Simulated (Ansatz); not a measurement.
The input, for Ansatz 0.2.0:

```yaml
crystal:
  periodic: [false, false, false]
  atoms:
    - {symbol: Hf, position_ang: [0.000000, -0.111469, 1.647238]}
    - {symbol: N, position_ang: [0.000000, -0.201315, -0.385063]}
    - {symbol: H, position_ang: [0.000000, 0.312783, -1.262174]}
basis:
  gaussian: {orbitals: def2-SVP}
magnetization: {spin_polarized: true, initial_magnetization: 6}
correlation: {method: mp2, electrons: all}
```

```sh
$ ansatz run in.yaml --threads 1 --pin off --events-out ev --progress --plain --max-ram 2393MiB
```

Log:

```
519 factors; integrals over basis functions are off by at most 6.3e-4 eV
mean field evaluation 1: about -2778.7459 eV, gradient 1.3e1 eV
mean field evaluation 2: about -2778.7533 eV, gradient 1.3e1 eV
mean field evaluation 4: about -2780.5086 eV, gradient 2.1e0 eV
mean field evaluation 8: about -2780.6842 eV, gradient 2.8e-1 eV
mean field evaluation 16: about -2780.7103 eV, gradient 2.9e-2 eV
mean field evaluation 32: about -2780.4298 eV, gradient 1.9e0 eV
mean field evaluation 64: about -2780.3275 eV, gradient 2.2e0 eV
mean field evaluation 96: about -2780.6713 eV, gradient 1.2e-2 eV
mean field evaluation 128: about -2780.5315 eV, gradient 4.2e-1 eV
mean field evaluation 160: about -2780.6962 eV, gradient 6.1e-1 eV
mean field evaluation 192: about -2780.6541 eV, gradient 2.2e0 eV
mean field evaluation 224: about -2780.6928 eV, gradient 8.9e-2 eV
mean field evaluation 256: about -2780.6972 eV, gradient 2.2e-2 eV
mean field evaluation 288: about -2780.7104 eV, gradient 4.2e-2 eV
mean field evaluation 320: about -2780.7099 eV, gradient 8.5e-2 eV
mean field evaluation 352: about -2780.3293 eV, gradient 1.3e0 eV
mean field evaluation 384: about -2780.6705 eV, gradient 1.1e-1 eV
mean field evaluation 416: about -2780.6570 eV, gradient 1.6e-2 eV
mean field evaluation 448: about -2780.3028 eV, gradient 2.2e0 eV
mean field evaluation 480: about -2780.7108 eV, gradient 5.3e-2 eV
mean field evaluation 512: about -2780.6951 eV, gradient 1.7e-1 eV
mean field -2780.71068344 eV, -102.1892327832 hartree, gradient 1.5e-7 eV, S^2 12.016220; 23 other end points of the search recorded, 0 dependent functions left out
reference -2780.71068344 eV, -102.1892327832 hartree; 13, 7 occupied and 38, 44 virtual orbitals, 519 factors
second order -6.80502348 eV of doubles, -0.00000000 eV of singles
Total energy: -2787.51570693 eV, -102.4393127835 hartree
```

Ran on 1 thread of Arm Neoverse N1, shared host: 17 s wall, 0.16 GiB peak host memory.
